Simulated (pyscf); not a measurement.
Hydrogen shift: cyclic C₃H₄ (SMILES C1=CC1) → cyclic C₃H₄ (SMILES C1=CC1)

Gas phase, singlet surface, charge 0. Bonds broken: C1–H6. Bonds formed: C3–H6. Optimised with ωB97X-D3(BJ)/def2-SVP in PySCF. Correlated levels are frozen-core, on RHF or UHF. ΔMP2 is the change of the MP2 total energy from the triple- to the quadruple-zeta basis.

Transition state (Å):

```xyz
7

C     -1.4223    -0.0096    -0.3696
C     -0.8123    -0.5953     0.7829
C     -0.0973    -0.2764    -0.4133
H     -2.3098     0.1921    -0.9722
H     -0.6919    -0.1635     1.7811
H     -0.4882     1.2628    -0.7488
H      0.7586    -0.4269    -1.0737
```

One imaginary mode, 2128i cm⁻¹; descent along it reached the two sides named.

| bond | change | reactant side (Å) | saddle | product side |
|---|---|---|---|---|
| C1–H6 | breaks | 1.102 | 1.623 | 2.264 |
| C3–H6 | forms | 2.264 | 1.623 | 1.102 |

Electronic energies relative to the reactant's lowest minimum found (eV):

```csv
level,barrier,reaction energy,reverse barrier
ωB97X-D3(BJ)/def2-TZVP,4.28,0.00,4.28
PBE/def2-TZVP,3.85,0.00,3.85
r²SCAN/def2-TZVP,3.95,0.00,3.95
B3LYP-D3(BJ)/def2-TZVP,4.02,0.00,4.02
PBE0-D3(BJ)/def2-TZVP,4.08,0.00,4.08
M06-2X/def2-TZVP,4.25,0.00,4.25
ωB97M-D3(BJ)/def2-TZVP,4.19,0.00,4.19
HF/def2-TZVP,4.52,0.00,4.52
MP2/def2-QZVPP,4.34,0.00,4.34
CCSD/def2-TZVPP,4.31,0.00,4.31
CCSD(T)/def2-TZVPP,4.17,0.00,4.17
CCSD(T)/def2-TZVPP + ΔMP2(QZVPP),4.15,0.00,4.15
```

With CCSD(T)/def2-TZVPP + ΔMP2(QZVPP) energies and thermal terms (ideal gas, 1 atm, RRHO with modes under 100 cm⁻¹ raised to 100, one conformer, R ln 2 for rigid chiral ones), in eV:

```tsv
T (K)	ΔH‡	ΔG‡	ΔH	ΔG
298	3.94	3.92	0.00	0.00
600	3.94	3.90	0.00	0.00
900	3.94	3.88	0.00	0.00
1200	3.94	3.86	0.00	0.00
```

The same reactants have a lower exit, to :HC–CH=CH₂ [singlet] (barrier +1.72 eV at ωB97M-D3(BJ), against +4.19 eV here). cyclic C₃H₄ (SMILES C1=CC1) lies 0.97 eV over its isomer H₂C=C=CH₂, and others may lie lower still (electronic energy, ωB97M-D3(BJ)). One saddle was located; it need not be the lowest between these sides. The CCSD(T) − MP2 part came from Ansatz, without density fitting, on the same reference.
